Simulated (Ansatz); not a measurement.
```yaml
atoms:
  - { symbol: N, position_ang: [0.0001, 0.5500, 4.3000] }
  - { symbol: N, position_ang: [-0.0001, -0.5500, 4.3000] }
  - { symbol: N, position_ang: [0.5500, 0.0000, 0.0000] }
  - { symbol: N, position_ang: [-0.5500, 0.0000, 0.0000] }
```

RHF on singlet N4 in separate pieces was run in several spherical basis sets with Ansatz (development build ahead of 0.2.0).

Problem. Rank the basis sets by the total energy that they give, lowest first, with the distance from the lowest.
A. 6-31G
B. def2-SVP
C. cc-pVDZ

Solution. C (0.00 eV), A (4.69 eV), B (5.55 eV).

Totals follow the description of the cores as much as that of the bonds, so this order isn't one of quality for chemistry.
